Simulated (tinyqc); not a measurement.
Inside a calculation (part 2 of 2). Method: UHF in the sto-3g basis, for LiH, spin multiplicity 3. This run ends on a higher stationary point, not on the lowest solution. Computed by tinyqc, a small Python program that keeps every step (integrals from PySCF). Command: `OMP_NUM_THREADS=1 python tinyqc.py 27795 27796 out.jsonl` (the two numbers bound the seeds that draw the settings). One thread of a shared host (Intel(R) Xeon(R) Processor @ 2.60GHz), about 0.08 s of CPU time with the checks.

Geometry (angstrom):
```
atom,x,y,z
Li,0.000000,0.000000,0.000000
H,0.000000,0.000000,1.559000
```

## Iteration 3: DIIS over 2 matrices

error matrix X^T (FDS - SDF) X (alpha):
```
,1,2,3,4,5,6
1,0.000000,0.001994,0.000000,0.000000,-0.022131,-0.004464
2,-0.001994,0.000000,0.000000,0.000000,0.042445,0.064783
3,0.000000,0.000000,0.000000,0.000000,0.000000,0.000000
4,0.000000,0.000000,0.000000,0.000000,0.000000,0.000000
5,0.022131,-0.042445,0.000000,0.000000,0.000000,-0.032360
6,0.004464,-0.064783,0.000000,0.000000,0.032360,0.000000
```

B (overlaps of the stored error matrices):
```
,1,2
1,5.8143422e-02,1.8571111e-02
2,1.8571111e-02,1.6406449e-02
```

Minimise |sum c_i e_i|^2 with sum c_i = 1: solve [B -1; -1 0][c; lambda] = [0; -1] with B_ij = tr e_i^T e_j summed over both spins, and take F = sum c_i F_i.

DIIS coefficients: -0.057867  1.057867

extrapolated F(alpha) (hartree):
```
,1Li 1s,1Li 2s,1Li 2px,1Li 2py,1Li 2pz,2H 1s
1Li 1s,-2.339185,-0.648149,0.000000,0.000000,-0.003067,-0.201331
1Li 2s,-0.648149,-0.282345,0.000000,0.000000,-0.172913,-0.377861
1Li 2px,0.000000,0.000000,0.099911,-0.106955,0.000000,0.000000
1Li 2py,0.000000,0.000000,-0.106955,-0.051956,0.000000,0.000000
1Li 2pz,-0.003067,-0.172913,0.000000,0.000000,-0.022929,-0.359184
2H 1s,-0.201331,-0.377861,0.000000,0.000000,-0.359184,-0.533590
```

extrapolated F(beta) (hartree):
```
,1Li 1s,1Li 2s,1Li 2px,1Li 2py,1Li 2pz,2H 1s
1Li 1s,-2.320157,-0.635738,0.000000,0.000000,-0.006553,-0.201832
1Li 2s,-0.635738,-0.083671,0.000000,0.000000,-0.026950,-0.096827
1Li 2px,0.000000,0.000000,0.196723,0.013755,0.000000,0.000000
1Li 2py,0.000000,0.000000,0.013755,0.216254,0.000000,0.000000
1Li 2pz,-0.006553,-0.026950,0.000000,0.000000,0.147449,-0.046460
2H 1s,-0.201832,-0.096827,0.000000,0.000000,-0.046460,0.127413
```

## Iteration 3: diagonalisation and new density

X:
```
,1Li 1s,1Li 2s,1Li 2px,1Li 2py,1Li 2pz,2H 1s
1Li 1s,1.023028,-0.128029,0.000000,0.000000,-0.003615,0.003944
1Li 2s,-0.128029,1.116990,0.000000,0.000000,0.119925,-0.290113
1Li 2px,0.000000,0.000000,1.000000,0.000000,0.000000,0.000000
1Li 2py,0.000000,0.000000,0.000000,1.000000,0.000000,0.000000
1Li 2pz,-0.003615,0.119925,0.000000,0.000000,1.152662,-0.370123
2H 1s,0.003944,-0.290113,0.000000,0.000000,-0.370123,1.245616
```

Diagonalise F' = X^T F X, C = X C', fill 3 alpha and 1 beta electrons from the bottom; D(s) = C_occ C_occ^T. Each column has its largest component positive (the first on a tie).

F' = X^T F X (alpha) (hartree):
```
,1,2,3,4,5,6
1,-2.284378,-0.357308,0.000000,0.000000,0.012056,-0.030822
2,-0.357308,-0.041774,0.000000,0.000000,-0.015794,-0.280479
3,0.000000,0.000000,0.099911,-0.106955,0.000000,0.000000
4,0.000000,0.000000,-0.106955,-0.051956,0.000000,0.000000
5,0.012056,-0.015794,0.000000,0.000000,0.184612,-0.330598
6,-0.030822,-0.280479,0.000000,0.000000,-0.330598,-0.288172
```

orbital energies (alpha) (hartree): MO1 -2.342608, MO2 -0.566344, MO3 -0.107191, MO4 0.084994, MO5 0.155147, MO6 0.394244

coefficients C (alpha):
```
,MO1,MO2,MO3,MO4,MO5,MO6
1Li 1s,0.989484,-0.144591,0.000000,-0.236877,0.000000,-0.083122
1Li 2s,0.039349,0.254343,0.000000,0.954750,0.000000,0.620339
1Li 2px,0.000000,0.000000,0.458859,0.000000,0.888509,0.000000
1Li 2py,0.000000,0.000000,0.888509,0.000000,-0.458859,0.000000
1Li 2pz,0.003048,0.173197,0.000000,-0.388729,0.000000,1.139693
2H 1s,0.003220,0.784466,0.000000,-0.303434,0.000000,-1.032116
```

F' = X^T F X (beta) (hartree):
```
,1,2,3,4,5,6
1,-2.264581,-0.365616,0.000000,0.000000,-0.001445,-0.062833
2,-0.365616,0.096226,0.000000,0.000000,0.051215,-0.161331
3,0.000000,0.000000,0.196723,0.013755,0.000000,0.000000
4,0.000000,0.000000,0.013755,0.216254,0.000000,0.000000
5,-0.001445,0.051215,0.000000,0.000000,0.252979,-0.206229
6,-0.062833,-0.161331,0.000000,0.000000,-0.206229,0.317332
```

orbital energies (beta) (hartree): MO1 -2.322736, MO2 0.031173, MO3 0.142626, MO4 0.189620, MO5 0.223358, MO6 0.550892

coefficients C (beta):
```
,MO1,MO2,MO3,MO4,MO5,MO6
1Li 1s,0.991394,-0.191877,-0.192203,0.000000,0.000000,0.079899
1Li 2s,0.033253,0.552197,0.771704,0.000000,0.000000,-0.679007
1Li 2px,0.000000,0.000000,0.000000,0.888509,0.458859,0.000000
1Li 2py,0.000000,0.000000,0.000000,-0.458859,0.888509,0.000000
1Li 2pz,0.002656,0.364335,-0.627530,0.000000,0.000000,-0.976461
2H 1s,0.000717,0.458487,-0.186989,0.000000,0.000000,1.235944
```

D(alpha) after iteration 3:
```
,1Li 1s,1Li 2s,1Li 2px,1Li 2py,1Li 2pz,2H 1s
1Li 1s,0.999986,0.002160,0.000000,0.000000,-0.022027,-0.110240
1Li 2s,0.002160,0.066239,0.000000,0.000000,0.044171,0.199650
1Li 2px,0.000000,0.000000,0.210551,0.407700,0.000000,0.000000
1Li 2py,0.000000,0.000000,0.407700,0.789449,0.000000,0.000000
1Li 2pz,-0.022027,0.044171,0.000000,0.000000,0.030007,0.135877
2H 1s,-0.110240,0.199650,0.000000,0.000000,0.135877,0.615397
```

D(beta) after iteration 3:
```
,1Li 1s,1Li 2s,1Li 2px,1Li 2py,1Li 2pz,2H 1s
1Li 1s,0.982863,0.032967,0.000000,0.000000,0.002633,0.000710
1Li 2s,0.032967,0.001106,0.000000,0.000000,0.000088,0.000024
1Li 2px,0.000000,0.000000,0.000000,0.000000,0.000000,0.000000
1Li 2py,0.000000,0.000000,0.000000,0.000000,0.000000,0.000000
1Li 2pz,0.002633,0.000088,0.000000,0.000000,0.000007,0.000002
2H 1s,0.000710,0.000024,0.000000,0.000000,0.000002,0.000001
```

## Iteration 8 (converged): orbitals

converged F(alpha) (hartree):
```
,1Li 1s,1Li 2s,1Li 2px,1Li 2py,1Li 2pz,2H 1s
1Li 1s,-2.342567,-0.652933,0.000000,0.000000,-0.000917,-0.204786
1Li 2s,-0.652933,-0.248924,0.000000,0.000000,-0.155765,-0.345220
1Li 2px,0.000000,0.000000,0.103230,-0.106955,0.000000,0.000000
1Li 2py,0.000000,0.000000,-0.106955,-0.048636,0.000000,0.000000
1Li 2pz,-0.000917,-0.155765,0.000000,0.000000,-0.044731,-0.376506
2H 1s,-0.204786,-0.345220,0.000000,0.000000,-0.376506,-0.542186
```

converged F(beta) (hartree):
```
,1Li 1s,1Li 2s,1Li 2px,1Li 2py,1Li 2pz,2H 1s
1Li 1s,-2.327856,-0.637444,0.000000,0.000000,-0.001975,-0.200249
1Li 2s,-0.637444,-0.084574,0.000000,0.000000,-0.024267,-0.091883
1Li 2px,0.000000,0.000000,0.194246,0.013755,0.000000,0.000000
1Li 2py,0.000000,0.000000,0.013755,0.213777,0.000000,0.000000
1Li 2pz,-0.001975,-0.024267,0.000000,0.000000,0.150700,-0.038145
2H 1s,-0.200249,-0.091883,0.000000,0.000000,-0.038145,0.152920
```

As before.

F' = X^T F X (alpha) (hartree):
```
,1,2,3,4,5,6
1,-2.286177,-0.364881,0.000000,0.000000,0.013836,-0.037769
2,-0.364881,-0.015478,0.000000,0.000000,-0.001392,-0.250746
3,0.000000,0.000000,0.103230,-0.106955,0.000000,0.000000
4,0.000000,0.000000,-0.106955,-0.048636,0.000000,0.000000
5,0.013836,-0.001392,0.000000,0.000000,0.171547,-0.343827
6,-0.037769,-0.250746,0.000000,0.000000,-0.343827,-0.305649
```

orbital energies (alpha) (hartree): MO1 -2.346245, MO2 -0.562220, MO3 -0.103872, MO4 0.080297, MO5 0.158466, MO6 0.392411

coefficients C (alpha):
```
,MO1,MO2,MO3,MO4,MO5,MO6
1Li 1s,0.989211,-0.128656,0.000000,-0.246413,0.000000,-0.084824
1Li 2s,0.039779,0.184779,0.000000,0.964959,0.000000,0.629074
1Li 2px,0.000000,0.000000,0.458859,0.000000,0.888509,0.000000
1Li 2py,0.000000,0.000000,0.888509,0.000000,-0.458859,0.000000
1Li 2pz,0.001273,0.187248,0.000000,-0.384544,0.000000,1.138894
2H 1s,0.004942,0.812822,0.000000,-0.243854,0.000000,-1.025945
```

F' = X^T F X (beta) (hartree):
```
,1,2,3,4,5,6
1,-2.272230,-0.366227,0.000000,0.000000,0.003023,-0.062691
2,-0.366227,0.094567,0.000000,0.000000,0.051840,-0.162275
3,0.000000,0.000000,0.194246,0.013755,0.000000,0.000000
4,0.000000,0.000000,0.013755,0.213777,0.000000,0.000000
5,0.003023,0.051840,0.000000,0.000000,0.253955,-0.205998
6,-0.062691,-0.162275,0.000000,0.000000,-0.205998,0.346620
```

orbital energies (beta) (hartree): MO1 -2.330398, MO2 0.041623, MO3 0.143818, MO4 0.187142, MO5 0.220880, MO6 0.567869

coefficients C (beta):
```
,MO1,MO2,MO3,MO4,MO5,MO6
1Li 1s,0.991449,-0.201513,-0.183434,0.000000,0.000000,0.076026
1Li 2s,0.033084,0.605473,0.737637,0.000000,0.000000,-0.671421
1Li 2px,0.000000,0.000000,0.000000,0.888509,0.458859,0.000000
1Li 2py,0.000000,0.000000,0.000000,-0.458859,0.888509,0.000000
1Li 2pz,0.000795,0.359612,-0.654304,0.000000,0.000000,-0.960511
2H 1s,0.000671,0.416873,-0.195082,0.000000,0.000000,1.249356
```

D(alpha) after iteration 8:
```
,1Li 1s,1Li 2s,1Li 2px,1Li 2py,1Li 2pz,2H 1s
1Li 1s,0.995091,0.015577,0.000000,0.000000,-0.022831,-0.099686
1Li 2s,0.015577,0.035726,0.000000,0.000000,0.034650,0.150389
1Li 2px,0.000000,0.000000,0.210551,0.407700,0.000000,0.000000
1Li 2py,0.000000,0.000000,0.407700,0.789449,0.000000,0.000000
1Li 2pz,-0.022831,0.034650,0.000000,0.000000,0.035063,0.152205
2H 1s,-0.099686,0.150389,0.000000,0.000000,0.152205,0.660704
```

D(beta) after iteration 8:
```
,1Li 1s,1Li 2s,1Li 2px,1Li 2py,1Li 2pz,2H 1s
1Li 1s,0.982970,0.032801,0.000000,0.000000,0.000788,0.000665
1Li 2s,0.032801,0.001095,0.000000,0.000000,0.000026,0.000022
1Li 2px,0.000000,0.000000,0.000000,0.000000,0.000000,0.000000
1Li 2py,0.000000,0.000000,0.000000,0.000000,0.000000,0.000000
1Li 2pz,0.000788,0.000026,0.000000,0.000000,0.000001,0.000001
2H 1s,0.000665,0.000022,0.000000,0.000000,0.000001,0.000000
```

## Convergence

Stop when the energy changes by less than 1e-09 hartree and every element of the error matrix X^T (F D S - S D F) X (for each spin) is below 9e-06.

Course of the cycle:
```
iteration,E (hartree),change,largest element of the error matrix
1,-1.49452410,-,7.20e-02
2,-7.30750533,-5.81e+00,1.12e-01
3,-7.69670080,-3.89e-01,6.48e-02
4,-7.71315650,-1.65e-02,2.35e-02
5,-7.71501443,-1.86e-03,2.44e-03
6,-7.71503404,-1.96e-05,2.72e-04
7,-7.71503419,-1.58e-07,6.45e-06
8,-7.71503419,-8.29e-11,7.31e-07
```

PySCF UHF in the same basis, after a stability check = -7.76419789 hartree

Converged in 8 iterations. But the solution lies 0.04916 hartree above the reference: it is another stationary point, not the lowest one. Reruns (cap 100 unless said): DIIS 8: converged in 12; damping 0.5: converged in 35 to a higher stationary point; level shift 0.5: converged in 30 to a higher stationary point; atomic densities as start, DIIS 8: converged in 8.

## Populations, bond orders and dipole

overlap S:
```
,1Li 1s,1Li 2s,1Li 2px,1Li 2py,1Li 2pz,2H 1s
1Li 1s,1.000000,0.241137,0.000000,0.000000,0.000000,0.072588
1Li 2s,0.241137,1.000000,0.000000,0.000000,0.000000,0.405521
1Li 2px,0.000000,0.000000,1.000000,0.000000,0.000000,0.000000
1Li 2py,0.000000,0.000000,0.000000,1.000000,0.000000,0.000000
1Li 2pz,0.000000,0.000000,0.000000,0.000000,1.000000,0.520363
2H 1s,0.072588,0.405521,0.000000,0.000000,0.520363,1.000000
```

Mulliken: Z minus the diagonal of D S on the atom; Loewdin: the same with S^(1/2) D S^(1/2); Mayer order: 2 sum_s sum (D(s) S)_ij (D(s) S)_ji over the two atoms.

Charges (e):
```
atom,Mulliken,Loewdin,Mulliken spin
1Li,-0.206286,-0.276143,1.206402
2H,0.206286,0.276143,0.793598
```

Mayer bond orders:
```
pair,order
2-1,0.327649
```

dipole moment about the origin, x y z (debye): 0.000000  0.000000  0.435193

<S^2> of the determinant (pure state: 2) = 2.000025
